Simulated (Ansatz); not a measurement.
`CC(=N)F`. Total charge 0; spin multiplicity 1. Geometry: relaxed with PBE0-D4/def2-TZVP. It is one conformer, not always the lowest.

```xyz
8

C     0.139    0.722    0.389
C     0.215   -0.571   -0.343
N    -0.664   -1.380   -0.701
F     1.487   -0.866   -0.647
H    -0.890    0.973    0.640
H     0.731    0.662    1.305
H     0.568    1.518   -0.224
H    -1.584   -1.057   -0.420
```

(1) What is the dipole moment at B3LYP/def2-TZVPP? (Best estimate.)

(2) And with PBE, r2SCAN, ωB97M-V? (An estimate is asked.)

(3) Give the Mulliken charges with B3LYP, ωB97M-V, r2SCAN in def2-TZVPP. (Estimate.)

## Answers

(1) Ansatz gave: 3.39 D, with components (-1.16, 2.72, 1.65) D in this frame, pointing from negative to positive charge.

(2) The calculation gave: PBE 3.24 D, r2SCAN 3.35 D, ωB97M-V 3.41 D.

(3) Computed: 
```json
{"atom": "C1", "B3LYP": "-0.23", "ωB97M-V": "-0.27", "r2SCAN": "-0.12"}
{"atom": "C2", "B3LYP": "0.18", "ωB97M-V": "0.19", "r2SCAN": "0.23"}
{"atom": "N3", "B3LYP": "-0.20", "ωB97M-V": "-0.19", "r2SCAN": "-0.26"}
{"atom": "F4", "B3LYP": "-0.19", "ωB97M-V": "-0.18", "r2SCAN": "-0.19"}
{"atom": "H5", "B3LYP": "0.08", "ωB97M-V": "0.09", "r2SCAN": "0.04"}
{"atom": "H6", "B3LYP": "0.11", "ωB97M-V": "0.12", "r2SCAN": "0.07"}
{"atom": "H7", "B3LYP": "0.11", "ωB97M-V": "0.12", "r2SCAN": "0.07"}
{"atom": "H8", "B3LYP": "0.15", "ωB97M-V": "0.12", "r2SCAN": "0.16"}
```

B3LYP here is the variant with VWN-RPA as its local correlation; programs differ in this.
